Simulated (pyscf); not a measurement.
H₃C–O–Si(OH)(OH)–O–CH₃ + HO–SiH₃ → CH₄ + H₃C–O–Si(OH)(OH)–O–SiH₂–OH, a four-centre exchange (singlet surface; C–O, H–Si broken, C–H, O–Si formed). Single points on ωB97X-D3(BJ)/def2-SVP structures (PySCF, gas phase). Energies in kcal/mol from the separated reactants.

AM1 to PM7: differences of heats of formation from MOPAC, which are fitted to 298 K values and so differ in kind from electronic energies by zero-point and thermal terms. 

Q: In single points PM7 puts the saddle at 67.6 kcal/mol and the reaction energy at -54.4 kcal/mol. Should these be trusted to within a few kcal/mol? Compare with ωB97M-D3(BJ)/def2-TZVP.

A: ωB97M-D3(BJ)/def2-TZVP gives ΔE‡ = 59.9 kcal/mol and ΔE = -56.9 kcal/mol. PM7 lies 7.8 kcal/mol over it in the barrier and 2.5 kcal/mol over it in the reaction energy, so on this step it does not hold to within 3.0 kcal/mol. ωB97M-D3(BJ)/def2-TZVP has limits of its own. On the reactant side the descent ends in a bound adduct (not fully relaxed), 8.1 kcal/mol under the separated species and 68.5 kcal/mol under the saddle at ωB97X-D3(BJ)/def2-TZVP. H₃C–O–Si(OH)(OH)–O–CH₃ lies 15.9 kcal/mol over its isomer H₃C–CH₂–O–Si(OH)(OH)–OH (electronic energy, ωB97M-D3(BJ)/def2-TZVP). One saddle was located; it need not be the lowest between these sides.
